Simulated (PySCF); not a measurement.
# thioformaldehyde: calculation against experiment

**What was measured.**

NIST CCCBDB Release 22 (SRD 101), experimental dipoles lists, for the gas: dipole moment 1.647 ± 0.0014 D.

The runs below try to reproduce these values; the comparison stands at the end.

Species: thioformaldehyde, CH2S.
Atom-mapped SMILES: `[CH2:1]=[S:2]` (hydrogens: H3, H4 on C1)

Cartesian coordinates in Å at the B3LYP/6-31+G* level; atoms count from 1:
```xyz
4
CH2S angstrom
C     -0.1200   -0.0036   -0.0064
S      1.4931   -0.0602    0.1264
H     -0.6338    0.8123   -0.5209
H     -0.7688   -0.7774    0.4115
```

The PySCF runs (gas phase, on this B3LYP/6-31+G* geometry; no spin–orbit coupling):

```
                      level                                          job  basis functions  wall time
B3LYP/6-31+G*, grid level 1  geometry optimisation from a GFN2-xTB start               44      1.4 s
```

Hardware: an Arm Neoverse V1 with one thread (shared host).

All basis functions are spherical.

**Comparison with experiment**

**Dipole moment.** Measured: 1.647 D (NIST CCCBDB Release 22 (SRD 101), experimental dipoles).

| level | computed (D) | computed − measured (D) | % (from the printed values) |
| --- | --- | --- | --- |
| B3LYP/6-31+G* | 1.878 | +0.231 | +14 |

The computed dipoles belong to one fixed geometry; measured ones are averaged over vibrations unless marked μe. Magnitudes are compared, not signs.

The geometry is computed, not the measured one. Where a level misses, the cause wasn't examined.
